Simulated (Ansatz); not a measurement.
Input file:

```yaml
crystal:
  periodic: [false, false, false]
  atoms:
    - {symbol: Ti, position_ang: [0.000000, 0.000000, 1.453200]}
    - {symbol: H, position_ang: [0.000000, 0.000000, -4.753800]}
    - {symbol: H, position_ang: [0.000000, 0.000000, 3.300600]}
basis:
  gaussian: {orbitals: def2-TZVP}
correlation: {method: fci, electrons: outside_noble_gas}
```

```sh
$ ansatz run in.yaml --threads 2 --pin off --events-out ev --progress --plain --max-ram 16896MiB --backend cuda --devices 0, --max-vram 18GiB
```

**Question.** Roughly how long does this take on 2 threads of AMD EPYC 7R13 with a shared H100 80 GB, shared host, and how much host memory?

**Answer.** 98 s wall and 0.93 GiB.

```
838 factors; integrals over basis functions are off by at most 2.0e-7 eV
mean field evaluation 1: about -23096.5482 eV, gradient 4.0e1 eV
mean field evaluation 2: about -23096.5481 eV, gradient 4.0e1 eV
mean field evaluation 4: about -23091.0016 eV, gradient 6.0e1 eV
mean field evaluation 8: about -23104.4535 eV, gradient 2.2e1 eV
mean field evaluation 16: about -23109.3125 eV, gradient 8.5e0 eV
mean field evaluation 32: about -23108.5255 eV, gradient 2.7e-6 eV
mean field evaluation 64: about -23108.9364 eV, gradient 1.3e0 eV
mean field evaluation 96: about -23109.2442 eV, gradient 1.1e1 eV
mean field evaluation 128: about -23109.4437 eV, gradient 3.8e0 eV
mean field evaluation 160: about -23109.1583 eV, gradient 3.1e-1 eV
mean field evaluation 192: about -23108.8875 eV, gradient 4.4e-1 eV
mean field evaluation 224: about -23108.5255 eV, gradient 9.0e-6 eV
mean field -23109.48097179 eV, -849.2577615446 hartree, gradient 1.6e-6 eV, S^2 0.000000; 23 other end points of the search recorded, 0 dependent functions left out; unrestricted orbitals would lower it
mean field evaluation 256: about -23113.9662 eV, gradient 2.7e-2 eV
determinant -23109.48097179 eV, -849.2577615446 hartree, with singles and doubles -23113.57929663 eV, -849.4083722043 hartree
determinant -23109.16998424 eV, -849.2463329629 hartree, with singles and doubles -23113.33254353 eV, -849.3993041951 hartree
determinant -23108.88957355 eV, -849.2360280600 hartree, with singles and doubles -23113.08132923 eV, -849.3900722400 hartree
determinant -23108.52552209 eV, -849.2226494156 hartree, with singles and doubles -23112.71900059 eV, -849.3767569079 hartree
determinant -23108.20157291 eV, -849.2107445027 hartree, with singles and doubles -23112.45623601 eV, -849.3671004879 hartree
determinant -23109.48097179 eV, -849.2577615446 hartree, with singles and doubles -23114.66687033 eV, -849.4483398007 hartree
determinant -23109.16998424 eV, -849.2463329629 hartree, with singles and doubles -23114.65135630 eV, -849.4477696706 hartree
determinant -23108.88957355 eV, -849.2360280600 hartree, with singles and doubles -23114.43843455 eV, -849.4399449408 hartree
unrestricted determinant -23113.96624216 eV, -849.4225921902 hartree, S^2 2.0032
9 core orbitals not correlated: weight in the atoms' cores, before any rotation towards them, 1.000 or more for the frozen orbitals, at most 0.000 for the correlated occupied ones
reference -23109.48097179 eV, -849.2577615446 hartree; 3, 3 occupied and 45, 45 virtual orbitals, 838 factors
state -23116.09324872 eV, -849.5007582397 hartree
Total energy: -23116.09324872 eV, -849.5007582397 hartree
```

Natural occupations: 1.9259 1.6637 1.0000 0.9804 0.2641 0.0384 0.0384 0.0251 0.0179 0.0077 0.0074 0.0074 0.0065 0.0051 0.0024 0.0015 0.0015 0.0008 0.0008 0.0007 0.0005 0.0005 0.0005 0.0004.
